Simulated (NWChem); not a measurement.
## Correlation energy of formamide (CH$_{3}$NO)

```xyz
6

N     -0.1982    -1.0835     0.0000
C     -0.3131     0.2775     0.0000
O      0.6186     1.0642     0.0000
H      0.7326    -1.5054     0.0000
H     -1.0184    -1.6888     0.0000
H     -1.3967     0.6003     0.0000
```
Charge 0, spin multiplicity 1.

Program: NWChem. All single points use one geometry, from PBE/def2-SVP, a minimum by its harmonic frequencies. It is one conformer; others weren't searched.

Basis set: cc-pVDZ. Each correlation energy counts from its own Hartree-Fock reference.

The correlated methods keep 3 core orbitals frozen. Coupled-cluster values serve here as a point of comparison, not as the truth.

Question: Order these methods by the correlation energy they give, lowest first: RI-MP2, SCS-MP2, CR-CCSD[T], CR-CCSD(T).

Answer: CR-CCSD[T] (-516.9 mHa), CR-CCSD(T) (-515.8 mHa), RI-MP2 (-485.2 mHa), SCS-MP2 (-472.9 mHa)
